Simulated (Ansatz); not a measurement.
# BHNSi: the cost of one run

The runs use Ansatz 0.2.0, Gaussian basis; def2-TZVPP, core rule «outside noble gas», up to 7 orbitals frozen.

Plan: UHF; ROHF; CCSD(T) on UHF.

## 1. The geometry

The geometry is a PBE0/def2-TZVP stationary point (not a proven minimum).

4 atoms, charge 0, spin multiplicity 4.

Atoms are counted from 1 here; the program's logs count them from 0.

Bond lengths: B1–Si2 1.920 Å, Si2–N3 1.668 Å, Si2–H4 1.486 Å. Angles: B1–Si2–N3 121.8°, B1–Si2–H4 115.6°, N3–Si2–H4 122.6°.

## 2. UHF

File in.yaml:

```yaml
crystal:
  periodic: [false, false, false]
  atoms:
    - {symbol: B, position_ang: [0.000000, -0.564500, 1.717940]}
    - {symbol: Si, position_ang: [0.000000, 0.370053, 0.040934]}
    - {symbol: N, position_ang: [0.000000, -0.439646, -1.417676]}
    - {symbol: H, position_ang: [0.000000, 1.852957, 0.133591]}
basis:
  gaussian: {orbitals: def2-TZVPP}
magnetization: {spin_polarized: true, initial_magnetization: 3}
hamiltonian: {xc: hf}
output: {orbitals: {seedname: orbitals}}
```

On the command line:

```bash
> ansatz run in.yaml --threads 1 --pin off --events-out ev --progress --plain --max-ram 4096MiB --backend cpu
```

What time and memory should one allow on 1 thread of AMD EPYC 7R13, shared host?

About 14 s, with a peak of 0.27 GiB.
